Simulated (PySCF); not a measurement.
Bonds (- single, = double, # triple, : aromatic): N1=N2 1.121 Å, N2=O3 1.132 Å. N1 carries H4. Formal charges: N2 +1.

Total charge +1.

Geometry: PBE0-D3(BJ)/def2-SVP; GIAO shifts from PySCF, gas phase, non-relativistic, averaged over equivalent atoms.

At PBE0/pcSseg-1 (56 basis functions, 1.4 s wall time on 1 thread of an x86-64 server CPU, shared host):
```csv
atoms,δ (ppm)
N2,233.8
N1,83.6
O3,184.8
H4,8.68
```

Scale: NH3 for ¹⁵N (σ = 265.67 ppm); H2O for ¹⁷O (σ = 334.56 ppm); ¹H (σ = 31.27 ppm) against TMS (reference shieldings calculated alike).

Estimate the result of repeating the calculation with KT3/pcSseg-2.

Results:


```json
{"atoms": "N2", "δ at KT3/pcSseg-2": "215.2", "change": "-18.6"}
{"atoms": "N1", "δ at KT3/pcSseg-2": "71.7", "change": "-11.9"}
{"atoms": "O3", "δ at KT3/pcSseg-2": "169.1", "change": "-15.7"}
{"atoms": "H4", "δ at KT3/pcSseg-2": "8.53", "change": "-0.15"}
```

Referencing at the same level of theory: NH3 for ¹⁵N (258.71 ppm); ¹⁷O (323.80 ppm) against H2O; ¹H (31.35 ppm) against TMS.

The largest change is at N2 (nitroso nitrogen). Cost: 122 basis functions, 3.1 s wall time on 1 thread of an x86-64 server CPU, shared host.

Experimental scales use liquid or dissolved standards, which lie at an offset from isolated NH3 (liquid NH3: subtract about 20 ppm) and H2O (liquid H2O: subtract about 36 ppm). Unscaled 15N shifts of sp2 nitrogen come out 20 to 40 ppm too high even then.
